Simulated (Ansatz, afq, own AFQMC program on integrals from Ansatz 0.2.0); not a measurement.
# CHO, doublet: AFQMC among the cluster methods

```xyz
3

O     0.0000    0.0746    0.5425
C     0.0000   -0.1522   -0.6041
H     0.0000    0.6297   -1.4126
```

Connectivity, by distances: O–CH.

Basis cc-pVDZ. Noble-gas cores (and the filled d shells of Ga–Kr and In–Xe) are frozen. Integrals, coupled cluster, full CI and functionals: Ansatz 0.2.0; the random walks run on the same integrals in our own AFQMC program. The CISD trial takes its coefficients from CCSD amplitudes. Released means that phaseless walkers are propagated on without the constraint, phases kept. Free AFQMC starts from the CCSD state and is never constrained. Its projection time is finite, and what remains of the start isn't in its error. Error bars are statistical, one sigma.

Determinant: UHF, the one that the program's search chose, which needn't be the lowest solution. The geometry is a point of a scan.

No full CI on the walks' own integrals is used here; CCSDT(Q) serves as the reference and is uncertain by about the last step of the cluster series.

* T1 diagnostic: 0.0223
* weight of the determinant in the CISD state: 0.895
* ⟨S²⟩ of the determinant: 0.763
* size of the correlated space: 11 electrons in 31 orbitals

| level | correlation energy (eV) |
| --- | --- |
| MP2 | -8.0035 |
| CCSD | -8.3202 |
| CCSD(T) | -8.5991 |

(1) Estimate where AFQMC with the constraint released lies against CCSD(T) on the same integrals.

(1) 78.7 ± 32.0 meV below CCSD(T).

Reference: CCSDT(Q), correlation energy -8.647 eV. The released energy is read at 2.40 1/Eh (meV from the phaseless value at times in 1/Eh: 25 ± 25 at 0.24, 29 ± 20 at 0.51, 21 ± 18 at 0.99, 25 ± 29 at 1.62, -8 ± 32 at 2.40).

| level | E − E(reference) (meV) | share of correlation (%) |
| --- | --- | --- |
| CCSD(T) | 48.1 | 99.44 |
| CCSDT | 29.6 | 99.66 |
| ph-AFQMC/CISD | -22.3 ± 25.6 | 100.26 |
| released AFQMC | -30.6 ± 32.0 | 100.35 |
| free AFQMC | 18.8 ± 25.2 | 99.78 |

Free projections are given only where their last times agree within the noise and don't stop above the reference; a slow remainder of the start can still hide under it. A walk keeps the symmetry of its determinant, which the program's search chose and which needn't be the lowest solution, so a lower state of the same spin and another symmetry isn't excluded. Released energies are given only where the last usable release times agree within the noise; a slower fall can still hide under it.
